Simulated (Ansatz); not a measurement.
## Zinc-blende InSb: width of the whole s-p valence band by level of theory

No measured value is used here.

```json
[
 {"level (code)": "LDA (Ansatz)", "value (eV)": "10.80"},
 {"level (code)": "BLYP (Ansatz)", "value (eV)": "10.76"},
 {"level (code)": "PBE (Ansatz)", "value (eV)": "10.72"},
 {"level (code)": "PBEsol (Ansatz)", "value (eV)": "10.75"},
 {"level (code)": "RPBE (Ansatz)", "value (eV)": "10.68"},
 {"level (code)": "r²SCAN (Ansatz)", "value (eV)": "11.12"},
 {"level (code)": "B3LYP (VWN-RPA form) (Ansatz)", "value (eV)": "11.74"},
 {"level (code)": "HSE06 (Ansatz)", "value (eV)": "11.79"},
 {"level (code)": "PBE0 (Ansatz)", "value (eV)": "11.94"},
 {"level (code)": "r²SCAN0 (Ansatz)", "value (eV)": "12.21"},
 {"level (code)": "r²SCANh (Ansatz)", "value (eV)": "11.56"},
 {"level (code)": "Hartree–Fock (Ansatz)", "value (eV)": "15.14"}
]
```

Widths are read from band energies on the run's k points.  Values are at the measured cell. Cutoffs and k meshes differ between the levels. Ansatz's density-functional and Hartree–Fock values are scalar-relativistic unless marked +SOC, with PAW data made under PBE.

Ansatz is an electronic-structure program.
